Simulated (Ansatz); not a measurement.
```yaml
crystal:
  periodic: [false, false, false]
  atoms:
    - {symbol: O, position_ang: [-1.416275, -0.390130, -0.685183]}
    - {symbol: S, position_ang: [-0.666864, 0.390533, 0.329462]}
    - {symbol: Si, position_ang: [1.492376, -0.243823, 0.050574]}
    - {symbol: H, position_ang: [2.111634, 0.562843, -1.014002]}
basis:
  gaussian: {orbitals: def2-TZVP}
magnetization: {spin_polarized: true, initial_magnetization: 3}
hamiltonian: {xc: pbe0}
relax: {f_tol: 0.004, max_steps: 80}
```

```sh
$ ansatz run in.yaml --threads 1 --pin off --events-out ev --progress --plain --max-ram 2176MiB
```

Steps of the relaxation (energy above the last step; positions in Å, forces in eV/Å):

```
4
step 1, 39.1 meV
O    -1.416   -0.390   -0.685   -0.662   -0.351   -0.537
S    -0.667    0.391    0.329    0.874    0.148    0.404
Si    1.492   -0.244    0.051   -0.486   -0.070    0.538
H     2.112    0.563   -1.014    0.273    0.273   -0.404
```

```
4
step 2, 18.1 meV
O    -1.550   -0.389   -0.656    0.295   -0.046    0.060
S    -0.640    0.350    0.283   -0.067    0.113    0.030
Si    1.523   -0.220    0.063   -0.318   -0.194    0.017
H     2.189    0.580   -1.008    0.090    0.128   -0.108
```

```
4
step 3, 3.7 meV
O    -1.495   -0.392   -0.670   -0.018   -0.077   -0.057
S    -0.649    0.366    0.306    0.182    0.052    0.065
Si    1.501   -0.229    0.060   -0.241   -0.057    0.075
H     2.163    0.575   -1.014    0.077    0.082   -0.083
```

```
4
step 4, 1.1 meV
O    -1.486   -0.396   -0.670   -0.051   -0.054   -0.050
S    -0.648    0.371    0.309    0.141    0.029    0.043
Si    1.490   -0.232    0.056   -0.120   -0.004    0.030
H     2.165    0.576   -1.014    0.030    0.029   -0.023
```

```
4
step 5, 0.1 meV
O    -1.491   -0.402   -0.663   -0.026   -0.021   -0.023
S    -0.645    0.374    0.304    0.037    0.019    0.017
Si    1.480   -0.233    0.049    0.004    0.012   -0.014
H     2.177    0.581   -1.009   -0.015   -0.010    0.020
```

```
4
step 7, 0.0 meV
O    -1.493   -0.404   -0.661   -0.001   -0.002   -0.002
S    -0.642    0.376    0.301   -0.001    0.003    0.002
Si    1.480   -0.235    0.047    0.002   -0.001   -0.001
H     2.177    0.582   -1.006   -0.001    0.000    0.001
```

Close pairs at the end: O1–S2 1.502 Å, Si3–H4 1.504 Å, S2–Si3 2.223 Å.

A stationary point of unrestricted PBE0 after 7 steps, with ⟨S²⟩ = 3.762 against 3.75 for a pure state; no frequencies were run, so it isn't proven a minimum. 37 s on 1 thread of Arm Neoverse V1, shared host.
